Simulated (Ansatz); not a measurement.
C4H6S can be A, `C=C(C)C=S`, or B, `CCC1=CS1`.

Isolated molecules relaxed with PBE0-D4/def2-TZVP in Ansatz; ΔE leaves out vibrations. CCSD(T)/CBS adds triple-zeta CCSD(T) − MP2 to the extrapolated MP2 energy (def2 sets, frozen cores). Functionals use def2-TZVPP. B3LYP here is the variant with VWN-RPA as its local correlation; programs differ in this. Each species was taken in one conformer, which may not be the lowest.

A:

Z-matrix (Å, degrees):
```
C
C 1 1.491
H 1 1.092 2 110.5
H 1 1.090 2 111.1 3 121.4
H 1 1.093 2 110.5 3 -117.3
C 2 1.453 1 119.5 3 58.6
C 2 1.341 1 123.2 3 -121.4
S 6 1.618 2 126.2 1 -0.0
H 6 1.092 2 114.3 1 180.0
H 7 1.084 2 121.8 1 -0.0
H 7 1.085 2 121.0 1 180.0
```

B:

Z-matrix (Å, degrees):
```
C
C 1 1.521
H 1 1.092 2 111.0
H 1 1.091 2 110.4 3 -119.9
H 1 1.092 2 111.0 3 120.2
C 2 1.462 1 112.8 3 -60.1
H 2 1.096 1 111.1 3 61.3
H 2 1.096 1 111.1 3 178.5
S 6 1.842 2 136.8 1 180.0
C 6 1.275 2 153.8 1 0.0
H 10 1.074 6 152.2 2 -0.0
```

(1) Which is lower in electronic energy at CCSD(T)/CBS, and by how much? (Estimate.)

(2) Give E(B) − E(A) in kJ/mol with MP2/def2-TZVPP, B3LYP-D4, HF/def2-TZVPP, B3LYP, PBE0-D4, CCSD/def2-TZVPP, CCSD(T)/def2-TZVPP. (Estimate.)

Largest T1 diagnostic: 0.015.

## Answers

(1) Ansatz gave: A, by 135.4 kJ/mol.

(2) Ansatz gave: MP2/def2-TZVPP 130.4, B3LYP-D4 146.2, HF/def2-TZVPP 147.6, B3LYP 143.5, PBE0-D4 128.9, CCSD/def2-TZVPP 138.5, CCSD(T)/def2-TZVPP 141.0. None reverses the order clearly.

In def2-TZVPP, CCSD(T) changes the Hartree–Fock value by −6.6 kJ/mol (the triples alone add +2.5 kJ/mol) and MP2 by −17.2 kJ/mol. From PBE to PBE0 (25 % exact exchange), in def2-TZVPP and without D4, E(B) − E(A) moves by −3.6 kJ/mol.
